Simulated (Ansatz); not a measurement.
The reference is InSb in the zinc blende structure (space group F-43m, No. 216; a = 6.5198 Å).

Level of theory: PBEsol (Ansatz, an electronic-structure program), without spin-orbit coupling, earlier PAW set.

One thing is altered: full substitution Sb → P; the structure is relaxed again.

Measured lattice parameter a: InSb 6.468 Å (static lattice; corrected from measurement; as listed in Daniel Mejia-Rodriguez, S. B. Trickey, Phys. Rev. B (2018)); InP 5.858 Å (static lattice; corrected from measurement; as listed in Daniel Mejia-Rodriguez, S. B. Trickey, Phys. Rev. B (2018)).

Problem. How well does PBEsol reproduce the measured shift?

Solution. With PBEsol the lattice parameter a moves by -0.641 Å (6.520 → 5.879) against -0.610 Å measured.

Stability against distortions was not tested. The final runs are not spin-polarised.
